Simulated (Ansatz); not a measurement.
Basis sets compared for Si₃H₄. Charge 0, multiplicity 1. Geometry PBE0-D4/def2-TZVP. Ansatz on 4 threads of Arm Neoverse V1 on a shared host; times are rough, and most runs start from earlier orbitals.

```xyz
7

Si   -0.519   -0.743    1.056
Si   -0.333   -0.866   -1.037
Si    0.524    0.989   -0.012
H    -0.979   -1.327    2.344
H    -0.117    2.329   -0.146
H    -0.570   -1.598   -2.310
H     1.993    1.215    0.104
```

The structure comes from a short search, and lower isomers may exist.

Binding counts from free atoms (Si triplet, H doublet) in the same basis, without a counterpoise term.

```json
{"level": "PBE-D4/def2-SVP", "functions": "74", "energy (Eh)": "-870.0751", "HOMO (eV)": "-5.36", "LUMO (eV)": "-2.45", "binding per atom (eV)": "2.75", "wall time": "0.5 s"}
{"level": "PBE-D4/def2-TZVP", "functions": "135", "energy (Eh)": "-870.3797", "HOMO (eV)": "-5.36", "LUMO (eV)": "-2.54", "binding per atom (eV)": "2.77", "wall time": "0.9 s"}
{"level": "r2SCAN-D4/def2-TZVP", "functions": "135", "energy (Eh)": "-870.7408", "HOMO (eV)": "-5.55", "LUMO (eV)": "-2.41", "binding per atom (eV)": "2.79", "wall time": "1.9 s"}
{"level": "PBE0-D4/def2-SVP", "functions": "74", "energy (Eh)": "-870.1578", "HOMO (eV)": "-6.20", "LUMO (eV)": "-1.73", "binding per atom (eV)": "2.72", "wall time": "0.6 s"}
{"level": "PBE0-D4/def2-TZVP", "functions": "135", "energy (Eh)": "-870.4592", "HOMO (eV)": "-6.17", "LUMO (eV)": "-1.79", "binding per atom (eV)": "2.75", "wall time": "1.1 s"}
```

Task: Estimate the rows for PBE-D4/def2-TZVPD, r2SCAN-D4/def2-TZVPD, PBE0-D4/def2-TZVPD.

Result: 
| level | functions | energy (Eh) | HOMO (eV) | LUMO (eV) | binding per atom (eV) | wall time |
| --- | --- | --- | --- | --- | --- | --- |
| PBE-D4/def2-TZVPD | 165 | -870.3802 | -5.37 | -2.57 | 2.77 | 1.4 s |
| r2SCAN-D4/def2-TZVPD | 165 | -870.7412 | -5.54 | -2.42 | 2.79 | 2.8 s |
| PBE0-D4/def2-TZVPD | 165 | -870.4596 | -6.17 | -1.83 | 2.75 | 1.4 s |
